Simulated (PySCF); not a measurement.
Gas-phase reaction: 5 H₂CSiH₂ + CH₃C(CH₃)₂CH₃ = 4 vinylsilane + (CH₃)₂SiH₂

Computed with PySCF and rigid-rotor harmonic-oscillator thermochemistry at 1 bar. † marks an energy on the PBE0/def2-TZVP geometry and frequencies. MP2 and CCSD(T) freeze the core. All species are closed-shell singlets. B3LYP is the form with VWN-RPA correlation. H₂CSiH₂: computed as isolated molecules; such fragments, hydroxides, amides, oligomers or adducts are transient or little studied in the gas. MP2 isn't extrapolated to the basis-set limit; its ΔH°(298 K) is -497.0 kJ in def2-SVP and -504.8 kJ in def2-TZVPP. CCSD(T) isn't extrapolated to the basis-set limit. The harmonic model lacks anharmonicity and excited electronic states, which grow with temperature; levels with a mode under 35 cm⁻¹ are left out. Internal rotation in CH₃C(CH₃)₂CH₃, vinylsilane, (CH₃)₂SiH₂ is treated as a harmonic vibration of one conformer, which makes the entropy rough.

```tsv
level	ΔE electronic, kJ	ΔH°(298 K), kJ	ΔS°(298 K), J/K	ΔG°(1600 K), kJ
B3LYP/def2-TZVP†	-516	-525	-88	-397
CCSD(T)/def2-SVP†	-480	-489	-88	-360
HF/def2-TZVP†	-651	-660	-88	-531
MP2/def2-TZVPP†	-496	-505	-88	-376
PBE/def2-TZVP†	-469	-478	-88	-349
LDA/def2-TZVP†	-444	-452	-88	-324
ωB97X-V/def2-TZVP†	-552	-561	-88	-432
```
ΔH° is lowest at HF/def2-TZVP† and highest at LDA/def2-TZVP†. No reference value is set beside these.
